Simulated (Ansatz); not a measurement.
The same path of H₅S₂Si (8 atoms, charge 1, multiplicity 1) was run twice with different band settings. Lost on the way: S3–H8. Made: S2–H8.

All numbers below come from RKS PBE-D4/6-31G* (Ansatz).

Relaxed end points:

```xyz
8
Properties=species:S:1:pos:R:3
Si -0.874 1.184 -0.578
S 0.233 0.239 1.126
S 0.950 -1.523 0.211
H -1.967 0.255 -0.982
H 0.110 1.458 -1.662
H -1.326 2.389 0.174
H 2.269 -1.521 0.585
H 0.604 -2.482 1.127
```

```xyz
8
Properties=species:S:1:pos:R:3
Si -0.831 1.007 -0.500
S 0.541 -0.185 0.915
S 1.221 -1.768 -0.304
H -1.663 -0.031 -1.166
H 0.193 1.669 -1.346
H -1.533 1.865 0.493
H 2.477 -1.747 0.226
H -0.405 -0.809 1.683
```

Common settings: movable images 5; climbing image yes; spring 5.0 eV/Å²; start path through a guess of the saddle point; force threshold 0.05 eV/Å; iteration limit 60; end points relaxed.

| run | optimiser | largest step |
| --- | --- | --- |
| 1 | quadratic models (default) | default |
| 2 | fire | 0.5 Å |

What does each run give, and how far can it be trusted?

Run 1: converged after 9 iterations, highest image 1.127 eV above the first end. A vibrational analysis at the climbing image gives one clearly imaginary mode, 1036i cm⁻¹: a first-order saddle point.
Run 2: converged after 53 iterations, highest image 1.136 eV above the first end. The order of the stationary point at the top wasn't checked.
The orbitals stay closed-shell, which can raise the energy where a bond breaks towards radicals; this wasn't checked here. Limits of this set-up: the dipole of an ion depends on the origin.
